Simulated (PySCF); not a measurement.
## Working out the ionisation energy of B

B [He] 2s2 2p1 (2P) → B+ [He] 2s2 (1S). Computed with PySCF 2.14 in x2c-SVPall, with the spin-free X2C one-electron Hamiltonian (Gaussian nucleus). Frozen: 1s2. Energies in hartree (1 hartree = 27.21139 eV):

| part | B (lower) | B+ (upper) |
| --- | --- | --- |
| UHF | -24.507213 | -24.208699 |
| CCSD correlation | -0.056899 | -0.059285 |
| (T) | -0.000848 | 0.000000 |

Q: What does Hartree-Fock give?

A: (-24.208699) − (-24.507213) = 0.298514 hartree = 8.123 eV.

Q: What do CCSD and CCSD(T) give?

A: The CCSD correlation energies differ by -0.002386 hartree = -0.065 eV and the triples by 0.000848 hartree = 0.023 eV, so CCSD gives 8.058 eV and CCSD(T) 8.081 eV.

Measured between the centres of the two terms (NIST): 8.297 eV, so CCSD(T) (valence) is off by -0.216 eV.

A double-zeta basis recovers only part of the correlation energy.

The coupled-cluster amplitudes are large, so a single reference is strained.

What remains against the reference includes basis incompleteness, the frozen core and higher excitations.
